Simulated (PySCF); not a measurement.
AlCl⁺: frontier orbitals

PBE0 at R = 2.038 Å; basis Al pcseg-1, Cl pcseg-1; no relativity; PySCF 2.14. State: ²Σ⁺ (doublet), unpaired electrons σ ↑. Only the outer orbitals are listed, counted within each symmetry.

```csv
spin,orbital,occ.,ε (eV),on Al (%),main shells (%)
α,7σ,1,-29.44,7,91 Cl s
α,8σ,1,-18.70,38,"55 Cl p, 35 Al s"
α,3π,1,-15.92,8,92 Cl p
α,3π,1,-15.92,8,92 Cl p
α,9σ,1,-14.86,80,"51 Al s, 28 Al p, 20 Cl p"
α,4π,0,-8.46,95,94 Al p
α,4π,0,-8.46,95,94 Al p
α,10σ,0,-5.37,105,"84 Al p, 14 Al s"
β,7σ,1,-29.17,8,91 Cl s
β,8σ,1,-18.05,34,"59 Cl p, 28 Al s"
β,3π,1,-15.86,7,93 Cl p
β,3π,1,-15.86,7,93 Cl p
β,9σ,0,-11.31,86,"68 Al s, 16 Al p, 14 Cl p"
β,4π,0,-7.41,95,95 Al p
β,4π,0,-7.41,95,95 Al p
```

Which are the highest filled and the lowest empty level, where do they sit, and how wide is the gap?

Highest filled α 9σ at -14.86 eV (in %: 51 Al s, 28 Al p, 20 Cl p); lowest empty β 9σ at -11.31 eV (in %: 68 Al s, 16 Al p, 14 Cl p); the gap at PBE0 is 3.55 eV.

| Item | Value |
| --- | --- |
| bond order (Mayer) | 1.38 |
| ⟨S²⟩ | 0.752 |
| charge on Al (Mulliken, basis-dependent) | 1.04 |
| charge on Al (Löwdin, basis-dependent) | 0.96 |
| dipole moment (positive dipole points towards Cl; it is taken about the centre of mass and depends on that origin) | -5.86 D |
| polarisability along the bond | 41.5 bohr³ |
| polarisability across the bond | 25.2 bohr³ |

Shares are Mulliken populations and can fall outside 0 to 100 %.

The state is the lowest determinant that a PBE0 search found; another state may lie lower at other levels.
